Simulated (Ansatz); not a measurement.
# CF (quartet): RPA-PBE over vertical spin and charge gaps, cc-pVDZ

Aim: run CF (quartet) with these functionals over vertical spin and charge gaps, and hold them against the top wave-function level at the same points.

Method: cc-pVDZ, all electrons in the functionals, frozen cores in the correlation of double hybrids and RPA; program: Ansatz 0.2.0, Gaussian basis.

To be run: RPA-PBE, at charge 0, quartet; charge 0, doublet; charge 0, sextet; charge 1, triplet; charge 1, quintet.

7 further runs of the same task are left out: 2 that didn't finish, 5 set aside as unsound or not needed.

## (1) The geometry

The geometry is a PBE0/def2-TZVP stationary point (not a proven minimum).

2 atoms, charge 0, spin multiplicity 4.

Atoms are counted from 1 here; the program's logs count them from 0.

Bond lengths: C1–F2 1.316 Å.

Coordinates:

```xyz
2
charge 0, multiplicity 4
C     0.00000    0.00000    0.00000
F     0.00000    0.00000    1.31590
```

No dispersion term is added.

The geometry shown and the zero of energy belong to the point charge 0, quartet. The yardstick, UCCSDTQ, and other wave-function levels (R restricted, U unrestricted, valence and pair active spaces) come from earlier runs.

## (2) RPA-PBE, charge 0, quartet

Input file in.yaml:

```yaml
crystal:
  periodic: [false, false, false]
  atoms:
    - {symbol: C, position_ang: [0.000000, 0.000000, 0.000000]}
    - {symbol: F, position_ang: [0.000000, 0.000000, 1.315900]}
basis:
  gaussian: {orbitals: cc-pVDZ}
magnetization: {spin_polarized: true, initial_magnetization: 3}
hamiltonian: {xc: {name: PBE}}
correlation: {method: rpa, electrons: outside_noble_gas}
```

Started as:

```sh
$ ansatz run in.yaml --threads 1 --pin off --events-out ev --progress --plain --max-ram 4096MiB --backend cpu
```

The runs that follow: RPA-PBE, charge 0, doublet; RPA-PBE, charge 0, sextet; RPA-PBE, charge 1, triplet; RPA-PBE, charge 1, quintet.

**Question.** What will the summary of the whole plan be? Wanted: quartet to doublet, UCCSDTQ; quartet to sextet, UCCSDTQ; ionisation to the triplet cation, UCCSDTQ; ionisation to the quintet cation, UCCSDTQ; largest miss, RPA-PBE.

As calculated:

| quantity | value |
| --- | --- |
| quartet to doublet, UCCSDTQ | -78.7 kcal/mol |
| quartet to sextet, UCCSDTQ | 312.3 kcal/mol |
| ionisation to the triplet cation, UCCSDTQ | 236.7 kcal/mol |
| ionisation to the quintet cation, UCCSDTQ | 383.7 kcal/mol |
| largest miss, RPA-PBE | -8.4 kcal/mol (quartet to doublet) |

In words: RPA-PBE strays by up to 8.4 kcal/mol, at quartet to doublet. Functionals and the yardstick converge differently with the basis, so part of each miss in cc-pVDZ is the basis.
